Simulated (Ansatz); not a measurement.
Computed with Ansatz.

A structure relaxed at PBE0-D4/def2-TZVP, charge 0, multiplicity 1:

```tsv
atom	x (Å)	y (Å)	z (Å)
C1	1.4533	1.5040	0.7318
C2	0.4760	0.4532	0.5168
C3	-0.3305	-0.4150	0.3426
O4	-1.2139	-1.3752	0.2144
C5	-1.6448	-1.6707	-1.0408
S6	-2.7165	-2.8170	-1.3332
H7	1.0207	2.3328	1.2972
H8	2.3155	1.1275	1.2871
H9	1.8136	1.8982	-0.2210
H10	-1.1734	-1.0380	-1.7948
```

Q: Give its formula and SMILES.

A: C4H4OS, `CC#COC=S`.

Q: Point group (tolerance 0.08 Å, 0.16 Å for H)?

A: Cs.

Q: Summarise the bond lengths by kind.

A: 2 × C–C 1.198 to 1.451 Å; 4 × C–H 1.091 to 1.092 Å; 2 × C–O 1.311 to 1.360 Å; 1 × C–S 1.596 Å.
